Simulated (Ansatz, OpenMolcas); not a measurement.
## Computed against measured: dipole moment

8 molecules holding an element from Na to Cl; the dipole moment in D, computed less measured. Shapes, held fixed at every level: PBE0-D4/def2-TZVP. No vibrational averaging. Dipoles are compared by magnitude; molecules under 1 D, whose direction can flip, are left out. Programs: Ansatz 0.2.0, OpenMolcas 26.06. Measured values: NIST CCCBDB.

Levels: A = HF/STO-3G; B = PBE-D4/def2-TZVPP; C = r2SCAN-D4/def2-TZVPP; D = wB97M-V/def2-TZVPP.

```
                    molecule  measured      A      B      C      D
        SO2 (sulfur dioxide)      1.63  +0.13  -0.09  -0.05  +0.17
PF3 (phosphorus trifluoride)      1.03  +0.23  -0.19  -0.18  +0.04
          CH3Cl (SMILES CCl)      1.87  +0.39  -0.05  +0.05  +0.01
    SiH3Cl (SMILES [SiH3]Cl)      1.31  +1.53  -0.15  -0.09  -0.07
   SO2F2 (sulfuryl fluoride)      1.12  +0.32  -0.01  +0.02  +0.04
   C2H3ClO (acetyl chloride)      2.72  -0.09  -0.05  +0.08  +0.06
C2H4Cl2 (1,1-dichloroethane)      2.06  +0.55  -0.10  +0.03  -0.04
       C2H5Cl (chloroethane)      2.05  +0.41  -0.07  +0.05  -0.01
```

Which level does best on this set, which worst, and which err to one side?


| level | kind | mean error | mean absolute error | worst case |
| --- | --- | --- | --- | --- |
| HF/STO-3G | Hartree–Fock | +0.434 | 0.456 | SiH3Cl |
| PBE-D4/def2-TZVPP | GGA | -0.089 | 0.089 | PF3 |
| r2SCAN-D4/def2-TZVPP | meta-GGA | -0.011 | 0.069 | PF3 |
| wB97M-V/def2-TZVPP | range-separated hybrid | +0.025 | 0.055 | SO2 |

On this set wB97M-V/def2-TZVPP has the smallest mean absolute error and HF/STO-3G the largest. HF/STO-3G is too high in 7 of 8; PBE-D4/def2-TZVPP is too low in 8 of 8. The levels differ in basis as well as in method. The smallest two are near a tie. The set is small.
